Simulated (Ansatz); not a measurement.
Basis-set extrapolation for C2HClF2O, SMILES `O=CC(F)(F)Cl` (PBE0-D4/def2-TZVP geometry, frozen core, the Gaussian-basis code of Ansatz). Multiplicity 1, RHF reference.

```
                      def2-TZVPP   def2-QZVPP
                 HF  -809.695568  -809.723433
    MP2 correlation    -1.222037    -1.329112
CCSD(T) correlation    -1.291315      not run
```

Energies in hartree. Use E(X) = E(∞) + A·exp(−7.88·√X) for Hartree–Fock and E(X) = E(∞) + B·X^(−2.97) for correlation, with X = 3 and 4, and add CCSD(T) minus MP2 of the smaller set to the MP2 limit.

What is the CCSD(T) energy at the basis-set limit?

HF limit: -809.723433 + (-0.027865) × 0.13774 = -809.72727. MP2 limit: -1.329112 + (-0.107075) × 0.74074 = -1.40843. Higher-order term: -1.291315 − (-1.222037) = -0.06928. Total: -811.20498 hartree, 136.9 kcal/mol below CCSD(T)/def2-TZVPP.
